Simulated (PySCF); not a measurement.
An unknown is described by computed data only.

Formula: C2H3NO2.

* UV, strongest line: among the 8 lowest singlet transitions: S4 at 7.73 eV (160 nm, f = 0.198) [TDDFT wB97X-D/def2-SVPD]
* Rotational structure: rotational constants A, B, C: 11.400, 4.339, 3.143 GHz [GFN2-xTB]
* Polarisability: 39.3 au [wB97X-D/def2-SVPD]
* XPS: C1s 292.9, C1s 295.5, N1s 405.6, O1s 538.5, O1s 540.7 eV [ΔSCF SCAN, pcX-2 on the ionised atom, pcseg-1 elsewhere, spin-free X2C]
* Triplet: lowest triplet excitation (Tamm–Dancoff): 3.53 eV [TDA wB97X-D/def2-SVPD]
* Dipole: 2.37 D [wB97X-D/def2-SVPD]

Electronic properties: PySCF, gas phase, density fitting. Levels stand in brackets. One conformer (not necessarily the lowest) at the GFN2-xTB geometry, without solvent, vibrations or thermal averaging.

Task: Give a SMILES that accounts for the data.

Result: Numbering: `[H]/[N:1]=[CH:2]\[C:3](=[O:4])[OH:5]`. Its formula, C2H3NO2, gives 2 degrees of unsaturation: 0 rings and 2 π bonds in the structure found. The core levels belong to: C1s 292.9 eV, imine carbon [C2]; C1s 295.5 eV, carboxylic acid carbon [C3]; N1s 405.6 eV, imine nitrogen [N1]; O1s 538.5 eV, acid carbonyl oxygen [O4]; O1s 540.7 eV, acid hydroxyl oxygen [O5]. The hole state at 292.9 eV has ⟨S²⟩ = 0.85 against 0.75, so that value is less sure. The optimised geometry has point group Cs and is an asymmetric top. Structure: `OC(/C=N\[H])=O`. Computed isomers that give other values at the same levels: `O=CNC=O` (core binding energies: C1s 294.8 (×2), N1s 407.1, O1s 538.2 (×2) eV). The assignments are read from this structure; whether some other isomer fits the data as well wasn't checked.

The values belong to the conformer `[H]/[N:1]=[CH:2]\[C:3](=[O:4])[OH:5]`: N1–C2–C3–O4 0°, H–O5–C3–C2 180°.
